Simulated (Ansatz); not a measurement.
C3H7N can be A, `NC1CC1`, or B, `C1CNC1`.

Isolated molecules relaxed with PBE0-D4/def2-TZVP in Ansatz; ΔE leaves out vibrations. CBS: MP2 limit from def2 TZ/QZ plus the TZ coupled-cluster correction, frozen cores. DFT in def2-TZVPP. B3LYP here is the variant with VWN-RPA as its local correlation; programs differ in this. Each species was taken in one conformer, which may not be the lowest.

Question: Which is lower in electronic energy at CCSD(T)/CBS, and by how much? (An estimate is asked.)

Answer: Ansatz gave: A, by 5.1 kcal/mol.

Question: Give E(B) − E(A) in kcal/mol with B2PLYP, CCSD(T)/def2-TZVPP, PBE-D4, ωB97M-V, B3LYP, PBE0-D4, r2SCAN-D4. (Best estimate.)

Answer: Ansatz gave: B2PLYP 5.8, CCSD(T)/def2-TZVPP 4.8, PBE-D4 5.7, ωB97M-V 5.6, B3LYP 6.0, PBE0-D4 5.7, r2SCAN-D4 7.0. None reverses the order clearly.

Question: Does the order hold for the free energy at 298.15 K (harmonic terms from PBE0-D4)? (Best estimate.)

Answer: Computed: Yes: G(B) − G(A) = +5.9 kcal/mol, for one conformer each.

Largest T1 diagnostic: 0.009.

Leaving LDA and LC-ωPBE aside and taking each functional with its dispersion term where it has one, the values, not all of them listed here, spread over 2.3 kcal/mol, from revPBE-D4 to r2SCAN-D4.
